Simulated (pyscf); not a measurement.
This saddle point was located with ωB97X-D3(BJ)/def2-SVP in PySCF.

```xyz
10

C     -1.9325     0.6005    -0.1638
S     -0.4955    -0.3058     1.0195
C      0.6132    -0.3002    -0.4777
H     -2.8195     0.6616     0.4815
H     -2.1223    -0.0239    -1.0512
H     -1.5729     1.6024    -0.4395
H      1.6263    -0.5277    -0.1187
H      0.2860    -1.0797    -1.1796
H      0.5790     0.6810    -0.9755
H     -1.5355    -1.2451     1.1544
```
Charge 0, spin multiplicity 2.

Surface: doublet, charge 0. Lowest wavenumbers (cm⁻¹): 908i, 162, 210, 316, 509.

**Question.** Name the species on either side of this saddle.

**Answer.** `[CH3][SH]` + `[CH3]` [doublet] ⇌ `[CH3]` [doublet] + `[CH3][SH]`, a substitution at S read from left to right: C–S broken and C–S formed. At CCSD(T)/def2-TZVPP + ΔMP2(QZVPP) it lies +26.7 kcal/mol from the left side and +26.7 kcal/mol from the right (each side as separated species at their lowest minima found). This is the saddle that the search found; another between the same sides may lie lower. The angle at the attacked S is 87° (front-side attack). The CCSD(T) − MP2 part came from Ansatz, without density fitting, on the same reference.
